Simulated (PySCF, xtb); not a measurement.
C2F4, SMILES FC(F)=C(F)F.

GFN2-xTB (xtb) at its own geometry gives an orbital gap of 4.98 eV and a dipole moment of 0.00 D.

Geometry optimised at r2SCAN-D4/def2-SVP.

Task: What does PBE/def2-TZVP in PySCF give? (Estimate from the structure and the level; the computed values follow.)

Result: gap 5.73 eV (levels -6.05 and -0.32 eV), dipole 0.00 D.
